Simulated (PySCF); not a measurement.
Compound: C₃H₅FS.
SMILES with atom numbers: `[CH3:1][C@@H:2]1[S:3][C@H:4]1[F:5]`

NICS = −σ at a ghost point: NICS(0) at the centroid of the ring atoms, NICS(1) 1 Å to either side along the normal of their mean plane, zz for the tensor component along that normal. Level: GIAO PBE0/pcSseg-1 (PySCF, non-relativistic, gas phase) on the GFN2-xTB geometry, one conformer.

Ring bond lengths (Å), with Mayer bond orders in brackets: C2–S3 1.819 (0.95), S3–C4 1.795 (0.98), C4–C2 1.480 (0.94).

Problem. Give the NICS values of each ring in ppm.

Solution. 
```tsv
ring	type	NICS(0)	NICS(1), two faces	NICS(1)zz, two faces	rms pucker (Å)	centre to ring atoms, mean (Å)
C2–S3–C4	3-membered ring with S; formal bonds all single	-45.4	-9.9 / -7.1	-22.3 / -16.6	0.00	0.98
```

Problem. What can be read from them?

Solution. 
- C2–S3–C4: mean NICS(1)zz -19.5 ppm, shielded. C2, C4 have four or more neighbours; no verdict on aromaticity is drawn. A hydrogen on C2, outside the ring, lies only 1.45 Å from a NICS(1) probe, which then mostly feels that atom. The two faces differ by 5.7 ppm, so no symmetry operation interchanges them. NICS(0) lies 37 ppm below the mean NICS(1).

Problem. List the ring angles and the Hirshfeld charges of the ring atoms.

Solution. 
- C2–S3–C4: C2 65.0° (-0.030 e), S3 48.3° (-0.058 e), C4 66.7° (+0.051 e); sum 180.0° against 180° for a flat convex ring.

Problem. What are the shieldings of the ring atoms and their hydrogens in the same run (means over atoms taken as equivalent)?

Solution. 
| atoms | environment | σ isotropic (ppm) | principal values of the symmetric part, first atom (ppm) |
| --- | --- | --- | --- |
| C2 | sp3 carbon bound to sulfur | 149.8 | 115.0, 149.8, 184.6 |
| S3 | sulfide sulfur | 621.2 | 213.3, 599.4, 1050.8 |
| C4 | sp3 C–F carbon | 94.5 | 40.5, 77.4, 165.6 |
| H on C2 | methine hydrogen | 28.66 | 21.9, 27.6, 36.4 |
| H on C4 | methine hydrogen | 26.05 | 20.0, 27.0, 31.2 |
